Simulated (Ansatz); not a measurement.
C$_{4}$H$_{5}$FO (`C#CCOCF`), relaxed with RKS PBE0-D4/def2-TZVP in the Gaussian-basis code of Ansatz from a PBE-D4/def2-SVP geometry. The force threshold is 0.005 eV/Å; the program also tests the step.

Charge 0, multiplicity 1.

Start:

```xyz
11

C    -1.341   -1.769    0.954
C    -0.669   -1.213    0.098
C     0.144   -0.534   -0.914
O     1.185    0.281   -0.360
C     0.731    1.395    0.319
F     0.167    2.322   -0.549
H    -1.936   -2.265    1.708
H     0.658   -1.282   -1.553
H    -0.510    0.076   -1.578
H     1.621    1.853    0.801
H    -0.050    1.136    1.075
```

Task: By how much does the energy fall, and how many steps does the optimiser take? (An estimate is asked.)

Result: Ansatz gave: 0.07 eV, in 10 steps, 1 of them rejected.

Task: Which bonds change most? (An estimate is asked.)

Result: Ansatz gave: C1–C2 from 1.222 to 1.200 Å; C5–H11 from 1.117 to 1.096 Å; C5–H10 from 1.111 to 1.091 Å; C3–H9 from 1.114 to 1.095 Å.

Task: Give the relaxed structure. (An estimate is asked.)

Result: Computed: 
```xyz
11

C    -1.325   -1.723    0.943
C    -0.658   -1.189    0.100
C     0.148   -0.532   -0.921
O     1.173    0.289   -0.383
C     0.722    1.368    0.330
F     0.132    2.297   -0.505
H    -1.915   -2.202    1.688
H     0.661   -1.281   -1.528
H    -0.498    0.052   -1.585
H     1.594    1.834    0.789
H    -0.034    1.087    1.073
```
